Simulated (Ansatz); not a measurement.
**Which is lower?**

The two ends of one reaction step of SiH5SO, doublet (PBE0-D4/def2-TZVP).

A:

```xyz
8
angstrom
H 0.6764 0.2820 0.9732
Si 0.6214 0.3810 -0.5460
O -0.8086 0.9989 -1.0524
S -1.0773 -0.7250 1.8252
H 1.6747 1.3227 -0.9920
H 0.8929 -0.9885 -1.0558
H -1.5817 0.5730 -0.6710
H -0.3980 -1.8439 1.5187
```

B:

```
atom    x (Å)    y (Å)    z (Å)
  H1  -0.2817  -0.3718   2.4701
 Si2   1.0432   0.7675  -1.0873
  O3  -0.5599   1.0518  -0.8544
  S4  -1.3470  -0.8361   1.7976
  H5   1.3837   1.3193  -2.4271
  H6   1.3503  -0.7004  -1.0436
  H7  -0.9548   0.5976  -0.0956
  H8  -0.6340  -1.8279   1.2403
```

Program: Ansatz 0.2.0. Basis: def2-TZVPP. Cores are frozen in the correlated methods; orbitals are unrestricted. B3LYP uses VWN-RPA correlation.

Task: Which structure is lower at CCSD(T), and by how much? (An estimate is asked for; the value comes from the calculation.)

Result: Computed: B, by 0.84 kcal/mol (electronic energy, against the other); a gap this small isn't resolved in one triple-zeta basis. By their contacts, A is a complex of SiH₄O ([OH][SiH3]) + HS and B is a complex of SiH₃O ([OH][SiH2]) + H₂S.

Task: Do the other methods give the same order? (A judgement: the text doesn't fix the answer.)

Result: Computed: Not all: BHLYP-D4, wB97X-V, wB97M-V, HF give the other order.

```
      method  E(B) − E(A) (kcal/mol)
       SPW92                   -1.00
      PBE-D4                   -1.97
     BLYP-D4                   -0.33
   r2SCAN-D4                   -1.11
      B97M-V                   -0.69
     PBE0-D4                   -1.62
    B3LYP-D4                   -0.10
  r2SCAN0-D4                   -0.75
    BHLYP-D4                    1.30
CAM-B3LYP-D4                   -0.27
     wB97X-V                    0.08
     wB97M-V                    0.07
      B2PLYP                   -0.92
    PBE-QIDH                   -1.50
  RPA on PBE                   -1.81
          HF                    0.98
         MP2                   -2.82
        CCSD                   -0.37
     CCSD(T)                   -0.84
```

No T1 diagnostic of these runs exceeds 0.014. ⟨S²⟩ of the unrestricted Hartree–Fock references: 0.75 to 0.77 (a pure state has 0.75).

Labels in which every atom is bracketed show which atoms are joined, not bond orders.

For scale, one of the runs: CCSD(T)/def2-TZVPP, 185 basis functions (an equivalent command: `ansatz run in.yaml --threads 4`). The run took 37 s on 4 CPU threads (shared host), with 4.7 GiB of host memory at its peak.
